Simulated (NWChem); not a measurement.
Lowest excitation of dichloromethane (CH₂Cl₂)

```xyz
5

Cl     1.4776     0.0000    -0.2145
C      0.0000     0.0000     0.7559
Cl    -1.4776     0.0000    -0.2145
H      0.0000    -0.9015     1.3789
H      0.0000     0.9015     1.3789
```
Charge 0, spin multiplicity 1.

The numbers come from NWChem runs, not from measurements. The geometry was optimised at PBE0/def2-SVP, a minimum by its harmonic frequencies.

Basis set: aug-cc-pVDZ.

| method | lowest vertical singlet excitation energy (eV) | relative cost | difference from EOM-CCSD |
|---|---|---|---|
| EOM-CCSD | 7.25 | 1 | 0.00 |
| TDA-PBE0 | 6.78 | under 3 | -0.47 |
| TD-PBE | 6.11 | under 3 | -1.13 |
| CIS | 7.98 | under 3 | +0.73 |
| TD-B3LYP | 6.57 | under 3 | -0.68 |

The values span 1.87 eV, from TD-PBE (lowest) to CIS (highest). Relative cost: rough, from shared machines, SCF included, EOM-CCSD = 1.

The correlated methods keep 11 core orbitals frozen. B3LYP has NWChem's definition, with VWN1-RPA local correlation. Differences from the coupled-cluster row are differences between methods, not errors against experiment.
